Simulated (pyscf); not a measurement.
Optimised with ωB97X-D3(BJ)/def2-SVP in PySCF. MP2 and CC: frozen core, UHF for open shells. ΔMP2 is the change of the MP2 total energy from the triple- to the quadruple-zeta basis.

Question: F–SiH₃ (SMILES F[SiH3]) + NH₃ (SMILES N) → H₂N–SiH₃ (SMILES N[SiH3]) + HF (SMILES F)
Surface: singlet. Broken: F–Si, H–N. Formed: N–Si, F–H. Give ΔE‡ and ΔE from CCSD(T)/def2-TZVPP + ΔMP2(QZVPP), relative to the separated reactants.

Answer: ΔE‡ = 121.8 kJ/mol, ΔE = +84.4 kJ/mol. Zero-point energy shifts the barrier by +1.5 kJ/mol. It is a four-centre exchange, with an imaginary mode of 733i cm⁻¹. On the reactant side the descent ends in a complex (not fully relaxed), 17.6 kJ/mol under the separated species and 125.3 kJ/mol under the saddle at ωB97X-D3(BJ)/def2-TZVP. On the product side the descent ends in a bound adduct, 44.3 kJ/mol under the separated species and 66.7 kJ/mol under the saddle at ωB97X-D3(BJ)/def2-TZVP. At ωB97X-D3(BJ) the barrier from the zero used here is 107.6 kJ/mol. This is the saddle that the search found; another between the same sides may lie lower. The CCSD(T) − MP2 part came from Ansatz, without density fitting, on the same reference.
